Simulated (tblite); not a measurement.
C5H13P.
Atom-mapped SMILES: `[CH3:1][CH2:2][P:3]([CH3:4])[CH2:5][CH3:6]` (hydrogens: H7, H8, H9 on C1; H10, H11 on C2; H12, H13, H14 on C4; H15, H16 on C5; H17, H18, H19 on C6)

Cartesian coordinates in Å at the GFN2-xTB level; atoms count from 1:
```
atom  x, y, z in Å
C1     2.771    0.090    0.263
C2     1.486   -0.511   -0.290
P3    -0.001   -0.066    0.747
C4    -0.248    1.669    0.143
C5    -1.269   -0.917   -0.328
C6    -2.687   -0.713    0.187
H7     2.736    1.176    0.235
H8     3.629   -0.238   -0.323
H9     2.920   -0.219    1.295
H10    1.326   -0.190   -1.323
H11    1.562   -1.602   -0.283
H12   -0.239    1.716   -0.946
H13    0.542    2.301    0.542
H14   -1.199    2.044    0.517
H15   -1.180   -0.559   -1.358
H16   -1.027   -1.984   -0.317
H17   -2.966    0.338    0.153
H18   -3.398   -1.273   -0.419
H19   -2.769   -1.054    1.217
```

All values are computed: GFN2-xTB (tblite) harmonic vibrations without scaling, gas phase. Errors from tens to a few hundred cm⁻¹ against measured bands are possible. One conformer, not necessarily the lowest.

**Question.** How many normal modes are there?

**Answer.** 19 atoms, non-linear: 3N − 6 = 51.

**Question.** What is the point group of the computed structure, and how do the modes divide by symmetry?

**Answer.** Cs. The vibrations span 27 a′ + 24 a″.

**Question.** How many distinct wavenumbers does the calculation give?

**Answer.** 51: Cs has no degenerate species.

**Question.** How many fundamentals are allowed in the infrared by symmetry?

**Answer.** 51 of 51: in Cs every mode is allowed. All fundamentals are allowed in the Raman spectrum.

**Question.** Zero-point energy?

**Answer.** Half the sum of the wavenumbers, 36697 cm⁻¹, or 439.0 kJ/mol from 51 modes, 232.8 kJ/mol of it from above 1550 cm⁻¹.

**Question.** How far is the lowest real mode excited at 500 K, as a harmonic oscillator?

**Answer.** θ = hcν̃/k = 78 K for 53.9 cm⁻¹, so N1/N0 = 0.86 and ⟨v⟩ = 1/(exp(θ/T) − 1) = 6.

Hardware: an Arm Neoverse V2 with one thread, no GPU, shared host with 192 logical CPUs at a one-minute load of 48. Cost: 0.49 s of wall time. The figure is for the frequency step alone.
